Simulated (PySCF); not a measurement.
Species: C₄H₇N.
Numbering: `[H]/[N:5]=[CH:4]\[C:2](=[CH2:1])[CH3:3]` (hydrogens: H6, H7 on C1; H8, H9, H10 on C3; H11 on C4; H12 on N5)

Torsions of this conformer, `[H]/[N:5]=[CH:4]\[C:2](=[CH2:1])[CH3:3]`: C1–C2–C4–N5 180°.

The closed-shell ground state was solved at several levels (PySCF, density fitting, gas phase, non-relativistic). The structure is a single PBE0-D3(BJ)/def2-SVP conformer in the gas phase; no vibrational or solvent corrections.

```csv
level,basis functions,HOMO (eV),LUMO (eV),gap (eV),dipole (D)
PBE0/pcSseg-1,120,-7.61,-1.24,6.37,2.73
B3LYP/pcJ-1,205,-7.36,-1.44,5.92,2.71
PBE/pcSseg-2,278,-6.15,-2.32,3.83,2.72
```

**Question.** What might CAM-B3LYP/def2-SVPD (156 basis functions) give for the same quantities?

**Answer.** HOMO -8.93 eV, LUMO -0.20 eV, gap 8.73 eV, dipole 2.80 D.

**Question.** Over all these levels, which gives the widest orbital gap and which the narrowest?

**Answer.** CAM-B3LYP/def2-SVPD (range-separated hybrid) has the widest, 8.73 eV, and PBE/pcSseg-2 (GGA) the narrowest, 3.83 eV. Functional and basis both differ between the two, so the spread mixes both effects.

**Question.** How far do the dipole and the HOMO energy spread over the levels?

**Answer.** The dipole runs from 2.71 to 2.80 D (mean 2.74 D) and the HOMO from -8.93 to -6.15 eV.
